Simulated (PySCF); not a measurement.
**SiH2SCl (SMILES S[SiH]Cl) at 6 levels**

We compute a comparison of 6 runs (UB3LYP/STO-3G, UPBE/STO-3G, USVWN5/STO-3G, NEVPT2(3,3)/STO-3G, UCCSDT/STO-3G, UCISD/STO-3G) of SiH2SCl. 

Program for the calculation: PySCF 2.14.0.

2 further runs of the same task are left out: 2 set aside as unsound or not needed.

**1. The system as given**

SiH2SCl has 5 atoms, charge 0, and is taken as a doublet. SMILES: `S[SiH]Cl`. The Si2–Cl3 distance was set to 3.080 Å, away from the relaxed value. At this shape a bond of the SMILES string is far longer than usual.

Bond lengths: S1–Si2 2.132 Å, S1–H4 1.346 Å, Si2–H5 1.494 Å. Angles: S1–Si2–H5 111.3°, Si2–S1–H4 92.6°. A long bond or contact: Si2–Cl3 3.080 Å.

**2. The energy at UB3LYP/STO-3G (run 1)**

The input, run.py:

```python
from pyscf import gto, dft

mol = gto.M(
    atom='''
S       -1.834799      -0.725748      -0.531349
Si       0.288201      -0.784548      -0.717349
Cl       1.324100       1.826800       0.545500
H       -1.978299      -1.947448      -1.076849
H        0.869501      -1.924348       0.054851
''',
    basis='sto-3g',
    spin=1,
    max_memory=1860,
    verbose=3,
)

mf = dft.UKS(mol, xc='b3lyp')
mf.conv_tol = 1e-10
mf.grids.level = 5
mf.kernel()
if not mf.converged:
    mf = mf.newton().run(mf.mo_coeff, mf.mo_occ)

etot = mf.e_tot
print('E(%s) = %.9f' % ('B3LYP', etot))
```

On the command line:

```console
$ OMP_NUM_THREADS=1 python run.py
```

Standard output:

```text
WARN: HOMO 0.0304830550985606 >= LUMO 0.0306470582350576

converged SCF energy = -1136.21117096587  <S^2> = 0.78367284  2S+1 = 2.033394
E(B3LYP) = -1136.211170966
```

Run time: 11 s. Hardware: 1 thread of Arm Neoverse V1, shared host; peak memory 0.24 GiB.

**3. The energy at UPBE/STO-3G (run 2)**

The input, job.py:

```python
from pyscf import gto, dft

molecule = gto.M(
    atom='''
S       -1.834799      -0.725748      -0.531349
Si       0.288201      -0.784548      -0.717349
Cl       1.324100       1.826800       0.545500
H       -1.978299      -1.947448      -1.076849
H        0.869501      -1.924348       0.054851
''',
    charge=0,
    basis='sto-3g',
    max_memory=1860,
    verbose=3,
    spin=1,
)

mf = dft.UKS(molecule)
mf.xc = 'pbe'
mf.grids.level = 5
mf.conv_tol = 1e-10
mf.kernel()
if not mf.converged:
    mf = mf.newton().run(mf.mo_coeff, mf.mo_occ)

e_final = mf.e_tot
print('Final energy', e_final)
```

On the command line:

```console
$ OMP_NUM_THREADS=1 python job.py
```

Standard output:

```text
WARN: HOMO -0.19758282099574 >= LUMO -0.197582820995741

WARN: HOMO -0.0366488967596018 >= LUMO -0.0374267439438086

WARN: HOMO -0.0369649730143102 >= LUMO -0.0381183698225043

WARN: HOMO -0.0403650543130985 >= LUMO -0.0430703970429489

WARN: HOMO -0.039869398960567 >= LUMO -0.0433486215090921

WARN: HOMO -0.0587498149434054 >= LUMO -0.0585218365890599

WARN: HOMO -0.0731790065916978 >= LUMO -0.0727169542755441

WARN: HOMO -0.0685709610148122 >= LUMO -0.0683359039637281

WARN: HOMO -0.0736447672652269 >= LUMO -0.0803058982313198

WARN: HOMO -0.0712819190400904 >= LUMO -0.0820916705454898

WARN: HOMO -0.0815985737309827 >= LUMO -0.0811896561254185

converged SCF energy = -1135.66602966255  <S^2> = 0.75623396  2S+1 = 2.0062243
Final energy -1135.6660296625528
```

Wall time 20 s (1 thread of Arm Neoverse V1, shared host); peak memory 0.24 GiB.

Runs 3 to 5 aren't shown in full; the table further down has their settings and results.

**4. The energy at UCISD/STO-3G (run 6)**

The input, mol.xyz:

```xyz
5

S     -1.834799    -0.725748    -0.531349
Si     0.288201    -0.784548    -0.717349
Cl     1.324100     1.826800     0.545500
H     -1.978299    -1.947448    -1.076849
H      0.869501    -1.924348     0.054851
```

The input, calc.py:

```python
from pyscf import gto, scf, ci

mol = gto.M(
    atom='mol.xyz',
    verbose=4,
    spin=1,
    basis='sto-3g',
    max_memory=1860,
)

hf = scf.UHF(mol)
hf.conv_tol = 1e-10
hf.kernel()
if not hf.converged:
    hf = hf.newton().run(hf.mo_coeff, hf.mo_occ)

cisd = ci.CISD(hf, frozen=15)
cisd.kernel()
e_tot = cisd.e_tot
print('E = %.10f Eh' % e_tot)
```

On the command line:

```console
$ OMP_NUM_THREADS=1 python calc.py
```

Standard output:

```text
PySCF version 2.14.0

[... 117 lines left out ...]
converged SCF energy = -1134.40863176122  <S^2> = 0.80075738  2S+1 = 2.0501291
[... 1 line left out ...]
******** <class 'pyscf.ci.ucisd.UCISD'> ********
CISD nocc = (np.int64(10), np.int64(9)), nmo = (14, 14)
frozen orbitals 15
max_cycle = 50
direct = 0
conv_tol = 1e-09
max_cycle = 50
max_space = 12
lindep = 0
nroots = 1
Init t2, MP2 energy = -0.0672044022136302
UCISD converged
E(UCISD) = -1134.501750739678  E_corr = -0.0931189784610638
E = -1134.5017507397 Eh
```

It took 1 s on 1 thread of Arm Neoverse V1, shared host; peak memory 0.1 GiB.

**5. The series**

| run | level | integration grid | active selection | energy (Eh) | dipole moment (D) of the reference | HOMO energy (eV) | LUMO energy (eV) | wall time |
| --- | --- | --- | --- | --- | --- | --- | --- | --- |
| 1 | UB3LYP/STO-3G | 5 | – | -1136.211171 | 6.64 | -3.98 | -1.77 | 11 s |
| 2 | UPBE/STO-3G | 5 | – | -1135.666030 | 6.68 | -2.71 | -2.23 | 20 s |
| 3 | USVWN5/STO-3G | 5 | – | -1132.076952 | 6.85 | -2.64 | -2.24 | 7.5 s |
| 4 | NEVPT2(3,3)/STO-3G | – | mp2 natural orbitals | -1134.493978 | 8.40 | – | – | 1.1 s |
| 5 | UCCSDT/STO-3G | – | – | -1134.515677 | 8.75 | -5.87 | 1.85 | 8.7 s |
| 6 | UCISD/STO-3G | – | – | -1134.501751 | 8.75 | -5.87 | 1.85 | 1 s |

**6. Summary of results**

| quantity | value |
| --- | --- |
| run 6: total energy | -1134.50175 Eh |
| run 6: dipole moment (Hartree–Fock density) | 8.75 D |
| run 6: HOMO energy (Hartree–Fock orbitals) (highest over α and β) | -5.87 eV |
| run 6: LUMO energy (Hartree–Fock orbitals) (lowest over α and β) | 1.85 eV |
| run 6: correlation energy (15 core orbitals frozen) | -93.1 mEh |
| run 6: ⟨S²⟩ of the reference determinant | 0.801 |

**Reading.** Over runs 1, 2, 3 the dipole moment (its size) runs from 6.64 D (UB3LYP/STO-3G) to 6.85 D (USVWN5/STO-3G). Totals of different functionals can't be ranked against each other. In runs 1, 2, 3, 4, 5, 6 the basis is minimal, so the values are rough. All runs together took 50 s, the longest 20 s.
